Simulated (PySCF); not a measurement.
# ClNa (Sodium Chloride): the cost of one run

Computed with PySCF 2.14.0, with density-fitted response routines of our own, on a single molecule, in the gas phase or a continuum. Atoms are numbered from 0 throughout.

## (1) The starting structure

2 atoms, charge 0, multiplicity 1; geometry from: GFN2-xTB. The atoms were then displaced at random by about 0.01 Å, so the start is not that level's minimum.

Bonds of the start (Å): Na0–Cl1 2.27.

## (2) Relaxing the molecule at PBE0-D3(BJ)/def2-TZVP

Job settings and geometry (Å):

```
{"job": {"xc": "PBE0", "basis": "def2-TZVP", "d3": "d3bj", "grid": 2, "shake": 0.01, "kind": "geom"}, "charge": 0, "multiplicity": 1}
Na     1.144180    -0.028380     0.001250
Cl    -1.126690    -0.000440    -0.013370
```

Started as:

```
OMP_NUM_THREADS=1 python probes_run.py task.json out
```

The driver reads the jobs from task.json and runs them one after another.

Q: Estimate the wall time and peak memory of this first job on 1 thread of Arm Neoverse V1, shared host.

About 3.7 s, with a peak of 0.34 GiB.
